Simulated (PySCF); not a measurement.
Level of theory: TPSSh-D3(BJ)/def2-TZVP // B3LYP-D3(BJ)/def2-TZVP in PySCF. All species are isolated molecules in the gas phase. 

Reference species (SMILES): `[NH2]` (neutral, multiplicity 2).

- dipole moment = 1.92 D

Changed species: `[NH2][AlH]` (radical fragment; the reference has radical fragment).

Question: Give the shifts of the dipole moment.

Answer: the dipole moment decreases by 0.69 D, to 1.23 D.
